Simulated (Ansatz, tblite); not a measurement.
# AlH2(SMe) (CH5AlS): one state, many levels

Aim: run the singlet of AlH2(SMe) (CH5AlS) at one geometry on many levels, and compare frontier levels, spin and run time.

Method: as each input shows; program: Ansatz 0.2.0, Gaussian basis.

The runs, in order: GFN1-xTB, GFN2-xTB, PBE-D4/def2-TZVP, r2SCAN-D4/def2-TZVP, B97M-V/def2-TZVP, LDA/def2-TZVP, BHLYP-D4/def2-TZVP, ωB97M-V/def2-TZVP, BLYP-D4/def2-TZVP, ωB97X-V/def2-TZVP, HF/def2-TZVP, PBE-D4/def2-SVP, PBE0-D4/def2-SVP, HF/STO-3G, PBE0-D4/def2-TZVPD, PBE-D4/def2-TZVPD, r2SCAN-D4/def2-TZVPD, CCSD(T)/def2-TZVPP, MP2/def2-TZVP, RPA/def2-TZVP, CCSD(T)/def2-TZVPD.

### 1 The structure

The geometry is that of the singlet, from an earlier relaxation (r2SCAN-D4/def2-TZVP).

8 atoms, charge 0, spin multiplicity 1.

Bond lengths: Al1–H2 1.584 Å, Al1–H3 1.579 Å, Al1–S4 2.169 Å, S4–C5 1.833 Å, C5–H6 1.089 Å, C5–H7 1.089 Å, C5–H8 1.089 Å. Angles: H2–Al1–H3 124.9°, H2–Al1–S4 117.8°, H3–Al1–S4 117.2°, Al1–S4–C5 103.0°, S4–C5–H6 111.6°, S4–C5–H7 108.4°, S4–C5–H8 108.5°, H6–C5–H7 109.4°, H6–C5–H8 109.4°, H7–C5–H8 109.4°.

As a file:

```xyz
8

Al    0.5375    1.2951   -1.0411
H     1.9050    1.0345   -0.2855
H     0.3184    2.3813   -2.1661
S    -1.1675    0.0667   -0.5022
C    -0.4903   -1.0272    0.8036
H     0.5669   -0.8334    0.9795
H    -0.6218   -2.0613    0.4890
H    -1.0482   -0.8556    1.7228
```

PBE0-D4/def2-TZVP was run before; its log isn't repeated, and its numbers join the tables.

### 2 GFN1-xTB

Tight binding, by tblite at 300 K electronic temperature and without a spin-polarisation term:

```python
tblite.interface.Calculator('GFN1-xTB', numbers, positions, charge=0, uhf=0).singlepoint()
```

Energy -267.2093 eV, HOMO -11.15 eV, LUMO -5.81 eV; 0.004 s.

### 3 GFN2-xTB

Tight binding, by tblite at 300 K electronic temperature and without a spin-polarisation term:

```python
tblite.interface.Calculator('GFN2-xTB', numbers, positions, charge=0, uhf=0).singlepoint()
```

Energy -245.4438 eV, HOMO -10.48 eV, LUMO -6.59 eV; 0.003 s.

### 4 PBE-D4/def2-TZVP

start.molden holds the orbitals of an earlier run on this state, given as this run's starting guess.

in.yaml reads:

```yaml
crystal:
  periodic: [false, false, false]
  atoms:
    - {symbol: Al, position_ang: [0.537466, 1.295131, -1.041083]}
    - {symbol: H, position_ang: [1.904969, 1.034482, -0.285486]}
    - {symbol: H, position_ang: [0.318433, 2.381304, -2.166134]}
    - {symbol: S, position_ang: [-1.167509, 0.066680, -0.502239]}
    - {symbol: C, position_ang: [-0.490277, -1.027249, 0.803609]}
    - {symbol: H, position_ang: [0.566920, -0.833449, 0.979478]}
    - {symbol: H, position_ang: [-0.621827, -2.061349, 0.489017]}
    - {symbol: H, position_ang: [-1.048176, -0.855550, 1.722839]}
basis:
  gaussian: {orbitals: def2-TZVP, initial_orbitals: start.molden}
hamiltonian: {xc: pbe, dispersion: d4}
scf: {omitted_lower_state_checks: [starts]}
output: {orbitals: {seedname: orbitals}}
```

Run with:

```sh
> ansatz run in.yaml --threads 4 --pin off --events-out ev --progress --plain --max-ram 3916MiB
```

Further steps of the session: r2SCAN-D4/def2-TZVP; B97M-V/def2-TZVP; LDA/def2-TZVP; BHLYP-D4/def2-TZVP; ωB97M-V/def2-TZVP; BLYP-D4/def2-TZVP; ωB97X-V/def2-TZVP; HF/def2-TZVP; PBE-D4/def2-SVP; PBE0-D4/def2-SVP; HF/STO-3G; PBE0-D4/def2-TZVPD; PBE-D4/def2-TZVPD; r2SCAN-D4/def2-TZVPD; CCSD(T)/def2-TZVPP; MP2/def2-TZVP; RPA/def2-TZVP; CCSD(T)/def2-TZVPD.

**Question.** What will the summary of the whole plan be? Wanted: gap in def2-TZVP, named functionals and Hartree-Fock, smallest and largest; correlation energy, CCSD(T)/def2-TZVPP; correlation energy, MP2/def2-TZVP; correlation energy, CCSD(T)/def2-TZVPD; binding an atom, CCSD(T)/def2-TZVPP; PBE0 total energy, smallest basis above largest.

**Answer**, as computed:

| quantity | value |
| --- | --- |
| gap in def2-TZVP, named functionals and Hartree-Fock, smallest and largest | 3.98 eV (LDA), 11.22 eV (HF) |
| correlation energy, CCSD(T)/def2-TZVPP | -13.63 eV |
| correlation energy, MP2/def2-TZVP | -11.42 eV |
| correlation energy, CCSD(T)/def2-TZVPD | -13.32 eV |
| binding an atom, CCSD(T)/def2-TZVPP | 3.187 eV |
| PBE0 total energy, smallest basis above largest | 7.32 eV (def2-SVP, def2-TZVPD) |

In words: Over the named functionals and Hartree-Fock in def2-TZVP the gap runs from 3.98 eV (LDA) to 11.22 eV (HF); exact exchange widens it. A small miss in a minimal or small basis is a cancelling of errors, not accuracy. The functionals in def2-TZVP miss CCSD(T)/def2-TZVPP by +0.009 (BHLYP-D4) to +0.455 eV (LDA) an atom. CCSD(T)/def2-TZVPP isn't at the basis-set limit; small misses against it rank nothing.
